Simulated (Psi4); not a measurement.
# B2H4F− (SMILES B[BH2-]F) at HF/6-31+G(d) (density fitting, Cartesian functions), part 2 of 2

Psi4 1.11.

## 3. Doublet neutral B2H4F, same level

File run_ase.py:

```python
import numpy as np
from ase.calculators.psi4 import Psi4
from ase import Atoms

a = Atoms(['B', 'B', 'F', 'H', 'H', 'H', 'H'], positions=[
    [-0.557490, -0.547080, -0.606600],
    [0.368860, 0.392230, 0.434760],
    [1.833710, 0.217080, 0.299000],
    [-1.752900, -0.488230, -0.588920],
    [-0.165490, -1.324120, -1.424330],
    [0.111990, 0.150390, 1.619360],
    [0.161310, 1.599740, 0.266740],
])
calc = Psi4(atoms=a, method='scf', basis='6-31+G*', memory='1600MB', num_threads=1, charge=0, multiplicity=2, label='calc', reference='rohf')
a.calc = calc

forces = a.get_forces()
print(f'energy: {a.get_potential_energy():.6f} eV')
print('forces / eV A^-1')
print(np.round(forces, 5))
```

Command:

```bash
$ python run_ase.py
```

calc.dat:

```text
gradient() will perform analytic gradient computation.

   => Loading Basis Set <=

    Name: 6-31+G*
    Role: ORBITAL
    Keyword: BASIS

         ---------------------------------------------------------
                                   SCF
                             ROHF Reference
                        1 Threads,   1525 MiB Core
         ---------------------------------------------------------

  ==> Geometry <==

    Molecular point group: c1
    Full point group: C1

    Geometry (in Angstrom), charge = 0, multiplicity = 2:

       Center              X                  Y                   Z               Mass
    ------------   -----------------  -----------------  -----------------  -----------------
         B           -1.247924578820    -0.599394400700    -0.687858059043    11.009305360000
         B           -0.321574578820     0.339915599300     0.353501940957    11.009305360000
         F            1.143275421180     0.164765599300     0.217741940957    18.998403162730
         H           -2.443334578820    -0.540544400700    -0.670178059043     1.007825032230
         H           -0.855924578820    -1.376434400700    -1.505588059043     1.007825032230
         H           -0.578444578820     0.098075599300     1.538101940957     1.007825032230
         H           -0.529124578820     1.547425599300     0.185481940957     1.007825032230

  Running in c1 symmetry.

  Rotational constants: A =      1.24951  B =      0.27193  C =      0.23570 [cm^-1]
  Rotational constants: A =  37459.47242  B =   8152.30262  C =   7066.24927 [MHz]
  Nuclear repulsion =   54.246339642168934

  Charge       = 0
  Multiplicity = 2
  Electrons    = 23
  Nalpha       = 12
  Nbeta        = 11

  ==> Algorithm <==

  SCF Algorithm Type is DF.
  DIIS enabled.
  MOM disabled.
  Fractional occupation disabled.
  Guess Type is SAD.
  Energy threshold   = 1.00e-08
  Density threshold  = 1.00e-08
  Integral threshold = 1.00e-12

  ==> Primary Basis <==

  Basis Set: 6-31+G*
    Blend: 6-31+G*
    Number of shells: 32
    Number of basis functions: 65
    Number of Cartesian functions: 65
    Spherical Harmonics?: false
    Max angular momentum: 2

   => Loading Basis Set <=

    Name: (6-31+G* AUX)
    Role: JKFIT
    Keyword: DF_BASIS_SCF

  ==> Integral Setup <==

  DFHelper Memory: AOs need 0.015 GiB; user supplied 1.118 GiB.
  SCF_SUBTYPE=INCORE selected. In-core MEM_DF algorithm will be used.
  Using in-core AOs.

  ==> MemDFJK: Density-Fitted J/K Matrices <==

    J tasked:                   Yes
    K tasked:                   Yes
    wK tasked:                   No
    Memory [MiB]:              1144
    Algorithm:                 Core
    Schwarz Cutoff:           1E-12
    Mask sparsity (%):       0.0947
    Fitting Condition:        1E-10

   => Auxiliary Basis Set <=

  Basis Set: (6-31+G* AUX)
    Blend: HEAVY-AUG-CC-PVDZ-JKFIT
    Number of shells: 120
    Number of basis functions: 403
    Number of Cartesian functions: 403
    Spherical Harmonics?: false
    Max angular momentum: 3

  Minimum eigenvalue in the overlap matrix is 3.0802185312E-04.
  Reciprocal condition number of the overlap matrix is 3.8698952984E-05.
    Using symmetric orthogonalization.

  ==> Pre-Iterations <==

  SCF Guess: Superposition of Atomic Densities via on-the-fly atomic UHF (no occupation information).

   -------------------------
    Irrep   Nso     Nmo
   -------------------------
     A         65      65
   -------------------------
    Total      65      65
   -------------------------

  ==> Iterations <==

                           Total Energy        Delta E     RMS |[F,P]|

   @DF-ROHF iter SAD:  -149.82144901062861   -1.49821e+02   0.00000e+00
   @DF-ROHF iter   1:  -150.96139495811718   -1.13995e+00   3.54079e-03 DIIS
   @DF-ROHF iter   2:  -151.00162845464081   -4.02335e-02   2.61678e-03 DIIS
   @DF-ROHF iter   3:  -151.02085371433174   -1.92253e-02   5.43915e-04 DIIS
   @DF-ROHF iter   4:  -151.02312118590606   -2.26747e-03   1.64459e-04 DIIS
   @DF-ROHF iter   5:  -151.02349551729179   -3.74331e-04   7.09014e-05 DIIS
   @DF-ROHF iter   6:  -151.02355120752139   -5.56902e-05   1.69918e-05 DIIS
   @DF-ROHF iter   7:  -151.02355621944412   -5.01192e-06   5.26658e-06 DIIS
   @DF-ROHF iter   8:  -151.02355667990599   -4.60462e-07   1.51322e-06 DIIS
   @DF-ROHF iter   9:  -151.02355671610405   -3.61981e-08   3.29511e-07 DIIS
   @DF-ROHF iter  10:  -151.02355671782402   -1.71997e-09   6.61430e-08 DIIS
   @DF-ROHF iter  11:  -151.02355671786955   -4.55316e-11   1.88643e-08 DIIS
   @DF-ROHF iter  12:  -151.02355671787342   -3.86535e-12   6.93212e-09 DIIS
  Energy and wave function converged.

  ==> Post-Iterations <==

    Orbital Energies [Eh]
    ---------------------

    Doubly Occupied:

       1A    -26.257910     2A     -7.705915     3A     -7.646209
       4A     -1.524969     5A     -0.790069     6A     -0.701741
       7A     -0.626263     8A     -0.617092     9A     -0.584432
      10A     -0.535514    11A     -0.459235

    Singly Occupied:

      12A     -0.294975

    Virtual:

      13A      0.018223    14A      0.055798    15A      0.078571
      16A      0.085883    17A      0.098027    18A      0.104288
      19A      0.111342    20A      0.126702    21A      0.163221
      22A      0.255144    23A      0.288160    24A      0.353821
      25A      0.358152    26A      0.371415    27A      0.397786
      28A      0.405891    29A      0.448432    30A      0.471860
      31A      0.494681    32A      0.614816    33A      0.682490
      34A      0.691655    35A      0.729453    36A      0.733507
      37A      0.758333    38A      0.909366    39A      1.107383
      40A      1.114842    41A      1.163332    42A      1.230331
      43A      1.306696    44A      1.316396    45A      1.428180
      46A      1.533387    47A      1.695993    48A      1.799683
      49A      1.803284    50A      1.920213    51A      1.925765
      52A      1.957829    53A      2.011879    54A      2.044041
      55A      2.158283    56A      2.215503    57A      2.260595
      58A      2.299789    59A      2.323084    60A      2.538567
      61A      2.667194    62A      3.306512    63A      3.744408
      64A      3.984754    65A      5.450709

    Final Occupation by Irrep:
              A
    DOCC [    11 ]
    SOCC [     1 ]
    NA   [    12 ]
    NB   [    11 ]

  @DF-ROHF Final Energy:  -151.02355671787342

   => Energetics <=

    Nuclear Repulsion Energy =             54.2463396421689339
    One-Electron Energy =                -315.1007887588509675
    Two-Electron Energy =                 109.8308923988086150
    Total Energy =                       -151.0235567178734186

Computation Completed

Properties will be evaluated at   0.000000,   0.000000,   0.000000 [a0]

Properties computed using the SCF density matrix

 Multipole Moments:

 ------------------------------------------------------------------------------------
     Multipole            Electronic (a.u.)      Nuclear  (a.u.)        Total (a.u.)
 ------------------------------------------------------------------------------------

 L = 1.  Multiply by 2.5417464519 to convert [e a0] to [Debye]
 Dipole X            :          2.4122391           -3.7130195           -1.3007804
 Dipole Y            :         -0.2583249           -0.1624810           -0.4208059
 Dipole Z            :         -0.1871269           -0.3104543           -0.4975812
 Magnitude           :                                                    1.4548863

 ------------------------------------------------------------------------------------

	total time  =          1 seconds =       0.02 minutes

         ------------------------------------------------------------
                                   SCF GRAD
         ------------------------------------------------------------

  ==> Geometry <==

    Molecular point group: c1
    Full point group: C1

    Geometry (in Angstrom), charge = 0, multiplicity = 2:

       Center              X                  Y                   Z               Mass
    ------------   -----------------  -----------------  -----------------  -----------------
         B           -1.247924578820    -0.599394400700    -0.687858059043    11.009305360000
         B           -0.321574578820     0.339915599300     0.353501940957    11.009305360000
         F            1.143275421180     0.164765599300     0.217741940957    18.998403162730
         H           -2.443334578820    -0.540544400700    -0.670178059043     1.007825032230
         H           -0.855924578820    -1.376434400700    -1.505588059043     1.007825032230
         H           -0.578444578820     0.098075599300     1.538101940957     1.007825032230
         H           -0.529124578820     1.547425599300     0.185481940957     1.007825032230

  Nuclear repulsion =   54.246339642168934

  ==> Basis Set <==

  Basis Set: 6-31+G*
    Blend: 6-31+G*
    Number of shells: 32
    Number of basis functions: 65
    Number of Cartesian functions: 65
    Spherical Harmonics?: false
    Max angular momentum: 2

  ==> DFJKGrad: Density-Fitted SCF Gradients <==

    Gradient:                    1
    J tasked:                  Yes
    K tasked:                  Yes
    wK tasked:                  No
    Integrals threads:           1
    Memory [MiB]:             1144
    Schwarz Cutoff:          1E-12
    Fitting Condition:       1E-10

   => Auxiliary Basis Set <=

  Basis Set: (6-31+G* AUX)
    Blend: HEAVY-AUG-CC-PVDZ-JKFIT
    Number of shells: 120
    Number of basis functions: 403
    Number of Cartesian functions: 403
    Spherical Harmonics?: false
    Max angular momentum: 3

  -Total Gradient:
     Atom            X                  Y                   Z
    ------   -----------------  -----------------  -----------------
       1        0.061958339459     0.045263002648     0.050927212211
       2       -0.122398674222    -0.067836765086    -0.076826810341
       3        0.057555368967     0.004690164238     0.006968778650
       4       -0.008696074126    -0.013310359840    -0.014627142390
       5       -0.019907878235    -0.009411322618    -0.010838404847
       6        0.015814243860     0.022999631839     0.019591957327
       7        0.015674674295     0.017605648819     0.024804409391

	total time  =          1 seconds =       0.02 minutes
```

The script printed:

```text
energy: -4109.560301 eV
forces / eV A^-1
[[-3.18603 -2.32752 -2.61878]
 [ 6.29399  3.48831  3.95059]
 [-2.95962 -0.24118 -0.35835]
 [ 0.44717  0.68445  0.75216]
 [ 1.0237   0.48395  0.55733]
 [-0.8132  -1.18269 -1.00746]
 [-0.80602 -0.90532 -1.27549]]
```

Run time: 3.3 s. Hardware: 1 thread of Intel Xeon Platinum 8488C (Sapphire Rapids), shared host; peak memory 0.21 GiB.

## 4. Results

The summary covers parts 1 to 2.

At HF/6-31+G* (density fitting, Cartesian functions):

| quantity | value |
| --- | --- |
| singlet B2H4F−: total energy | -151.14372 Eh |
| singlet B2H4F−: HOMO energy | -4.64 eV |
| singlet B2H4F−: LUMO energy | 5.11 eV |
| singlet B2H4F−: HOMO–LUMO gap (to an unbound level, set by the basis) | 9.75 eV |
| singlet B2H4F−: largest force on an atom | 1.279 eV/Å |
| doublet neutral B2H4F: total energy | -151.02356 Eh |
| doublet neutral B2H4F: dipole moment | 3.70 D |
| doublet neutral B2H4F: largest force on an atom | 8.209 eV/Å |
| vertical detachment energy (to the doublet neutral) | 3.270 eV |

Removing an electron at fixed nuclei costs 3.27 eV (315 kJ/mol). The largest force (singlet B2H4F−) is 1.28 eV/Å: the shape isn't a stationary point for this species at this level. The negative HOMO energy of the first species, 4.64 eV, lies 1.37 eV above that difference.
